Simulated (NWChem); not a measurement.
**Atomisation of nitrogen (N2)**

SMILES: N#N
```xyz
2

N      0.0000     0.0000     0.5489
N      0.0000     0.0000    -0.5489
```
Charge 0, spin multiplicity 1.

Everything below was run with NWChem. Structure: optimised with PBE0/def2-SVP, a minimum by its harmonic frequencies.

Basis set: def2-TZVP. The atomisation energy is electronic alone: no zero-point, thermal, spin-orbit or counterpoise terms. No value is extrapolated to the basis-set limit. Free atoms are single determinants with multiplicities N 4.

B3LYP has NWChem's definition, with VWN1-RPA local correlation. The stability of the SCF solutions was not checked. Open-shell Hartree-Fock references start from PBE0 orbitals.

Q: Order these methods by the atomisation energy they give, lowest first: HF, PBE, LDA (SVWN5), B3LYP, PBE0, TPSS.

A: HF (114.6 kcal/mol), PBE0 (224.9 kcal/mol), TPSS (227.7 kcal/mol), B3LYP (229.2 kcal/mol), PBE (243.2 kcal/mol), LDA (SVWN5) (266.8 kcal/mol)
